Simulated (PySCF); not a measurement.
H₆SSi₂.
SMILES with atom numbers: `[SiH3:1][S:2][SiH3:3]` (hydrogens: H4, H5, H6 on Si1; H7, H8, H9 on Si3)

Computed by this run: PBE0-D3(BJ)/def2-SVP geometry optimisation, gas phase in PySCF 2.14.0; density fitting, grid level 1; the optimiser is geomeTRIC in internal coordinates, started from a GFN2-xTB structure.

Step 0: E = -26670.3591 eV
```
atom  x, y, z in Å  |  force x, y, z in eV/Å
Si1     1.7386   -0.1490    0.0629   -0.950   0.280  -0.413
S2      0.0834    0.5786   -1.0999   -0.003   0.132  -0.357
Si3    -1.7292    0.1748   -0.0186    1.038   0.166  -0.322
H4      2.3757   -1.1856   -0.7361    0.488  -0.483  -0.240
H5      2.6124    0.9922    0.2892    0.580   0.411   0.180
H6      1.2124   -0.6842    1.3123   -0.084  -0.289   0.646
H7     -1.4198   -0.7688    1.0472   -0.023  -0.470   0.553
H8     -2.6407   -0.3863   -1.0020   -0.611  -0.248  -0.352
H9     -2.2055    1.4403    0.5220   -0.434   0.501   0.306
```

Q: Estimate the geometry and energy of step 1. (The exact step hangs on the optimiser's Hessian estimate; all steps are aligned on step 0, rigid shifts and turns removed.)

A: E = -26670.4854 eV, largest force 0.171 eV/Å
```
atom  x, y, z in Å  |  force x, y, z in eV/Å
Si1     1.7170   -0.1366    0.0410   -0.164   0.022   0.025
S2      0.0857    0.5970   -1.1638    0.000  -0.007  -0.075
Si3    -1.7042    0.1839   -0.0373    0.168  -0.015   0.031
H4      2.4251   -1.2116   -0.7154    0.022   0.034   0.040
H5      2.6555    0.9936    0.3062    0.015  -0.057   0.004
H6      1.1933   -0.6814    1.3311    0.042   0.016  -0.033
H7     -1.4077   -0.7946    1.0535   -0.040   0.024  -0.036
H8     -2.6992   -0.3858   -0.9923   -0.014   0.034   0.048
H9     -2.2383    1.4475    0.5538   -0.029  -0.050  -0.004
```

The energy changes by -0.1263 eV. The first-order estimate −F·Δx gives -0.2401 eV and the mean of the old and new forces, exact on a quadratic surface, -0.1261 eV. The step makes an angle of 44° with the force vector and moves no atom by more than 0.067 Å.

The cost below is that of the whole optimisation. The run took 25 s of wall time on one thread, Arm Neoverse V1, shared host.
